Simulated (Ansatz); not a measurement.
```yaml
crystal:
  periodic: [false, false, false]
  atoms:
    - {symbol: Sc, position_ang: [0.000000, 0.000000, 0.000000]}
    - {symbol: C, position_ang: [0.000000, 0.000000, 2.210000]}
basis:
  gaussian: {orbitals: def2-TZVP}
magnetization: {spin_polarized: true, initial_magnetization: 1}
hamiltonian: {xc: pbe0}
relax: {f_tol: 0.004, max_steps: 80}
```

```sh
$ ansatz run in.yaml --threads 1 --pin off --events-out ev --progress --plain --max-ram 2176MiB
```

Steps of the relaxation (energy above the last step; positions in Å, forces in eV/Å):

```
2
step 1, 335.4 meV
Sc    0.000    0.000    0.000    0.000    0.000    1.686
C     0.000    0.000    2.210    0.000    0.000   -1.686
```

```
2
step 2, 51.1 meV
Sc    0.000    0.000    0.100    0.000    0.000    1.102
C     0.000    0.000    2.110    0.000    0.000   -1.102
```

```
2
step 3, 9.4 meV
Sc    0.000    0.000    0.226    0.000    0.000    0.697
C     0.000    0.000    1.984    0.000    0.000   -0.697
```

```
2
step 6, 0.0 meV
Sc    0.000    0.000    0.239    0.000    0.000    0.001
C     0.000    0.000    1.971    0.000    0.000   -0.001
```

Close pairs at the end: Sc1–C2 1.732 Å.

A stationary point of unrestricted PBE0 after 6 steps, with ⟨S²⟩ = 0.758 against 0.75 for a pure state. 91 s on 1 thread of Arm Neoverse V1, shared host.
